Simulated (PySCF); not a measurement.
**O: ionisation energy**

O [He] 2s2 2p4 (3P) → O⁺ [He] 2s2 2p3 (4S), as a difference of total energies. Calculation: PySCF 2.14, in aug-cc-pVQZ-DK (6s5p4d3f2g, 80 functions); the spin-free X2C one-electron Hamiltonian (Gaussian nucleus). Correlated levels: valence: 1s2 frozen. The calculations carry no spin-orbit coupling.

```
           method  ionisation energy (eV)  error (eV)
              UHF                  12.015      -1.593
    MP2 (valence)                  13.425      -0.183
SCS-MP2 (valence)                  13.553      -0.055
   CCSD (valence)                  13.453      -0.155
CCSD(T) (valence)                  13.505      -0.103
```

Reference: 13.608 eV (measured; NIST levels, between the centres of gravity of the two terms).

Errors of the correlated levels include the incompleteness of this basis and the frozen core.
